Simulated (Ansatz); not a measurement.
## CF⁺, triplet: vertical spin and charge gaps

Geometry (PBE0/def2-TZVP stationary point for this spin):

```
atom   x (Å)   y (Å)   z (Å)
   C  0.0000  0.0000  0.0000
   F  0.0000  0.0000  1.2067
```

Basis 6-31G; Ansatz 0.2.0. Correlated methods freeze the noble-gas cores. R marks a restricted (for open shells ROHF) determinant, U an unrestricted one. Active spaces: valence = (10e, 8o) chosen from the atoms' valence shells.

Gaps are energies of the second state less the first, at fixed atoms, for a selection of the levels run; each method lands on the state that its own search finds for that charge and spin.

For open shells CISD and CISDTQ are restricted-active-space CI with the open shells as a complete middle space.

**Question.** PBE gives 8.399 eV for quintet less triplet. Estimate what full CI gives in 6-31G.

**Answer.** Full CI in 6-31G gives 7.635 eV, so against it PBE is off by 0.764 eV, of which a good part can be the reference's own basis and frozen-core error.

| level | gap (eV) | error (meV) |
| --- | --- | --- |
| UHF | 5.730 | -1905 |
| UCCSD | 7.502 | -133 |
| RCCSD(T) | 7.614 | -21 |
| BCCD(T) | 7.615 | -20 |
| UCCSDT | 7.629 | -6 |
| CISDTQ | 7.626 | -9 |
| RCCSDT(Q) | 7.633 | -2 |
| CASSCF (valence space) | 7.454 | -181 |
| r2SCAN | 7.837 | 202 |

**Question.** PBE gives -4.169 eV for singlet less triplet. Estimate what full CI gives in 6-31G.

**Answer.** Full CI in 6-31G gives -4.175 eV, so against it PBE is off by 0.006 eV, of which a good part can be the reference's own basis and frozen-core error.

```csv
level,gap (eV),error (meV)
RHF,-3.045,1130
CISD,-3.932,243
RCCSD,-4.080,95
UCCSD(T),-4.178,-3
CISDTQ,-4.154,21
UCCSDTQ,-4.177,-2
NEVPT2 (valence space),-3.983,192
r2SCAN,-3.825,350
RPA-PBE,-4.461,-286
```

In so small a basis the reference is far from its limit while semilocal and hybrid functionals are nearer theirs (RPA and double hybrids share part of the reference's basis error), so the functionals' errors here hold much of the reference's basis and frozen-core error, which can add to them or hide them. The set has no polarisation functions, which weighs most on the reference.

Full CI is exact within this basis and frozen core; it isn't the basis-set limit. The frozen core follows each run's orbitals, which can shift R against U totals by a few meV.
